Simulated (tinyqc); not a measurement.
Inside a calculation. Method: UKS/LDA (PW92) in the sto-3g basis, for LiH, spin multiplicity 3. One step of it, computed by the program tinyqc.

Task: Iteration 1: diagonalisation and new density. A level shift of 1 hartree raises the virtual space: F + shift (S - S D(s) S), with D(s) the density of one spin. Diagonalise F' = X^T F X, C = X C', fill 3 alpha and 1 beta electrons from the bottom; D(s) = C_occ C_occ^T. Each column has its largest component positive (the first on a tie).

F(alpha) (hartree), order 1Li 1s, 1Li 2s, 1Li 2px, 1Li 2py, 1Li 2pz, 2H 1s:
$$\begin{pmatrix}
-1.628078 & -0.488989 & 0.000000 & 0.000000 & 0.000292 & -0.011985 \\
-0.488989 & -0.193162 & 0.000000 & 0.000000 & -0.028502 & -0.089779 \\
0.000000 & 0.000000 & 0.057216 & 0.002190 & 0.000000 & 0.000000 \\
0.000000 & 0.000000 & 0.002190 & 0.031711 & 0.000000 & 0.000000 \\
0.000292 & -0.028502 & 0.000000 & 0.000000 & 0.011332 & -0.129321 \\
-0.011985 & -0.089779 & 0.000000 & 0.000000 & -0.129321 & -0.363199
\end{pmatrix}$$

F(beta) (hartree), order 1Li 1s, 1Li 2s, 1Li 2px, 1Li 2py, 1Li 2pz, 2H 1s:
$$\begin{pmatrix}
-1.617948 & -0.480324 & 0.000000 & 0.000000 & 0.001567 & -0.011713 \\
-0.480324 & -0.131140 & 0.000000 & 0.000000 & -0.014322 & -0.067879 \\
0.000000 & 0.000000 & 0.101567 & -0.001384 & 0.000000 & 0.000000 \\
0.000000 & 0.000000 & -0.001384 & 0.108417 & 0.000000 & 0.000000 \\
0.001567 & -0.014322 & 0.000000 & 0.000000 & 0.075738 & -0.093948 \\
-0.011713 & -0.067879 & 0.000000 & 0.000000 & -0.093948 & -0.152195
\end{pmatrix}$$

X, order 1Li 1s, 1Li 2s, 1Li 2px, 1Li 2py, 1Li 2pz, 2H 1s:
$$\begin{pmatrix}
1.023181 & -0.127347 & 0.000000 & 0.000000 & -0.003190 & 0.014405 \\
-0.127347 & 1.035351 & 0.000000 & 0.000000 & 0.018411 & -0.093495 \\
0.000000 & 0.000000 & 1.000000 & 0.000000 & 0.000000 & 0.000000 \\
0.000000 & 0.000000 & 0.000000 & 1.000000 & 0.000000 & 0.000000 \\
-0.003190 & 0.018411 & 0.000000 & 0.000000 & 1.026963 & -0.137665 \\
0.014405 & -0.093495 & 0.000000 & 0.000000 & -0.137665 & 1.039004
\end{pmatrix}$$

D(alpha) at the start, order 1Li 1s, 1Li 2s, 1Li 2px, 1Li 2py, 1Li 2pz, 2H 1s:
$$\begin{pmatrix}
0.987821 & 0.010136 & 0.000000 & 0.000000 & -0.050955 & -0.061094 \\
0.010136 & 0.104774 & 0.000000 & 0.000000 & 0.177274 & 0.192865 \\
0.000000 & 0.000000 & 0.013751 & -0.116456 & 0.000000 & 0.000000 \\
0.000000 & 0.000000 & -0.116456 & 0.986249 & 0.000000 & 0.000000 \\
-0.050955 & 0.177274 & 0.000000 & 0.000000 & 0.304643 & 0.331827 \\
-0.061094 & 0.192865 & 0.000000 & 0.000000 & 0.331827 & 0.361469
\end{pmatrix}$$

D(beta) at the start, order 1Li 1s, 1Li 2s, 1Li 2px, 1Li 2py, 1Li 2pz, 2H 1s:
$$\begin{pmatrix}
0.978989 & 0.040316 & 0.000000 & 0.000000 & 0.000919 & -0.004591 \\
0.040316 & 0.001660 & 0.000000 & 0.000000 & 0.000038 & -0.000189 \\
0.000000 & 0.000000 & 0.000000 & 0.000000 & 0.000000 & 0.000000 \\
0.000000 & 0.000000 & 0.000000 & 0.000000 & 0.000000 & 0.000000 \\
0.000919 & 0.000038 & 0.000000 & 0.000000 & 0.000001 & -0.000004 \\
-0.004591 & -0.000189 & 0.000000 & 0.000000 & -0.000004 & 0.000022
\end{pmatrix}$$

overlap S, order 1Li 1s, 1Li 2s, 1Li 2px, 1Li 2py, 1Li 2pz, 2H 1s:
$$\begin{pmatrix}
1.000000 & 0.241137 & 0.000000 & 0.000000 & 0.000000 & 0.005210 \\
0.241137 & 1.000000 & 0.000000 & 0.000000 & 0.000000 & 0.169918 \\
0.000000 & 0.000000 & 1.000000 & 0.000000 & 0.000000 & 0.000000 \\
0.000000 & 0.000000 & 0.000000 & 1.000000 & 0.000000 & 0.000000 \\
0.000000 & 0.000000 & 0.000000 & 0.000000 & 1.000000 & 0.258416 \\
0.005210 & 0.169918 & 0.000000 & 0.000000 & 0.258416 & 1.000000
\end{pmatrix}$$

Give: F' = X^T F X; orbital energies; coefficients C; F' = X^T F X; orbital energies; coefficients C; D(alpha) after iteration 1; D(beta) after iteration 1.

Result:

F' = X^T F X (alpha) (hartree):
$$\begin{pmatrix}
-1.5576 & -0.4276 & 0.0000 & 0.0000 & 0.0332 & 0.0575 \\
-0.4276 & 0.7571 & 0.0000 & 0.0000 & -0.2324 & -0.2977 \\
0.0000 & 0.0000 & 1.0435 & 0.1186 & 0.0000 & 0.0000 \\
0.0000 & 0.0000 & 0.1186 & 0.0455 & 0.0000 & 0.0000 \\
0.0332 & -0.2324 & 0.0000 & 0.0000 & 0.6517 & -0.5230 \\
0.0575 & -0.2977 & 0.0000 & 0.0000 & -0.5230 & 0.1791
\end{pmatrix}$$

orbital energies (alpha) (hartree): MO1 -1.6341, MO2 -0.2886, MO3 0.0316, MO4 0.9429, MO5 1.0101, MO6 1.0574

coefficients C (alpha), order 1Li 1s, 1Li 2s, 1Li 2px, 1Li 2py, 1Li 2pz, 2H 1s:
$$\begin{pmatrix}
0.9847 & -0.0895 & 0.0000 & -0.2506 & 0.1513 & 0.0000 \\
0.0573 & 0.2714 & 0.0000 & 0.8740 & -0.5064 & 0.0000 \\
0.0000 & 0.0000 & -0.1165 & 0.0000 & 0.0000 & 0.9932 \\
0.0000 & 0.0000 & 0.9932 & 0.0000 & 0.0000 & 0.1165 \\
0.0037 & 0.4315 & 0.0000 & 0.4146 & 0.8461 & 0.0000 \\
-0.0041 & 0.7195 & 0.0000 & -0.6688 & -0.3775 & 0.0000
\end{pmatrix}$$

F' = X^T F X (beta) (hartree):
$$\begin{pmatrix}
-1.5452 & -0.4473 & 0.0000 & 0.0000 & -0.0017 & 0.0194 \\
-0.4473 & 0.9454 & 0.0000 & 0.0000 & 0.0023 & -0.0550 \\
0.0000 & 0.0000 & 1.1016 & -0.0014 & 0.0000 & 0.0000 \\
0.0000 & 0.0000 & -0.0014 & 1.1084 & 0.0000 & 0.0000 \\
-0.0017 & 0.0023 & 0.0000 & 0.0000 & 1.1033 & -0.0916 \\
0.0194 & -0.0550 & 0.0000 & 0.0000 & -0.0916 & 0.8763
\end{pmatrix}$$

orbital energies (beta) (hartree): MO1 -1.6231, MO2 0.8292, MO3 1.0338, MO4 1.1013, MO5 1.1087, MO6 1.1400

coefficients C (beta), order 1Li 1s, 1Li 2s, 1Li 2px, 1Li 2py, 1Li 2pz, 2H 1s:
$$\begin{pmatrix}
0.9861 & -0.0647 & -0.2862 & 0.0000 & 0.0000 & -0.0692 \\
0.0524 & 0.1984 & 0.9948 & 0.0000 & 0.0000 & 0.2561 \\
0.0000 & 0.0000 & 0.0000 & 0.9816 & -0.1908 & 0.0000 \\
0.0000 & 0.0000 & 0.0000 & 0.1908 & 0.9816 & 0.0000 \\
0.0009 & 0.1904 & -0.2413 & 0.0000 & 0.0000 & 0.9897 \\
-0.0059 & 0.8835 & -0.2418 & 0.0000 & 0.0000 & -0.5181
\end{pmatrix}$$

D(alpha) after iteration 1, order 1Li 1s, 1Li 2s, 1Li 2px, 1Li 2py, 1Li 2pz, 2H 1s:
$$\begin{pmatrix}
0.9776 & 0.0321 & 0.0000 & 0.0000 & -0.0350 & -0.0684 \\
0.0321 & 0.0770 & 0.0000 & 0.0000 & 0.1173 & 0.1951 \\
0.0000 & 0.0000 & 0.0136 & -0.1157 & 0.0000 & 0.0000 \\
0.0000 & 0.0000 & -0.1157 & 0.9864 & 0.0000 & 0.0000 \\
-0.0350 & 0.1173 & 0.0000 & 0.0000 & 0.1862 & 0.3104 \\
-0.0684 & 0.1951 & 0.0000 & 0.0000 & 0.3104 & 0.5177
\end{pmatrix}$$

D(beta) after iteration 1, order 1Li 1s, 1Li 2s, 1Li 2px, 1Li 2py, 1Li 2pz, 2H 1s:
$$\begin{pmatrix}
0.9724 & 0.0517 & 0.0000 & 0.0000 & 0.0009 & -0.0058 \\
0.0517 & 0.0028 & 0.0000 & 0.0000 & 0.0000 & -0.0003 \\
0.0000 & 0.0000 & 0.0000 & 0.0000 & 0.0000 & 0.0000 \\
0.0000 & 0.0000 & 0.0000 & 0.0000 & 0.0000 & 0.0000 \\
0.0009 & 0.0000 & 0.0000 & 0.0000 & 0.0000 & 0.0000 \\
-0.0058 & -0.0003 & 0.0000 & 0.0000 & 0.0000 & 0.0000
\end{pmatrix}$$
